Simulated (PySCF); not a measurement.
Breaking a bond: H2, singlet.

Level of theory: CCSD(T) on UHF/cc-pVQZ in PySCF.

Question: Relative to R = 0.75 Å, what are the energies at R = 1.51, 1.64, 2.03, 2.25 Å?

Answer: 67.5 kcal/mol at 1.51 Å, 77.3 kcal/mol at 1.64 Å, 96.6 kcal/mol at 2.03 Å, 102.2 kcal/mol at 2.25 Å.

The unrestricted determinant behind UCCSD(T) is spin-contaminated at 1.23 to 2.96 Å (<S²> up to 1.0, against 0.00 for a pure singlet).
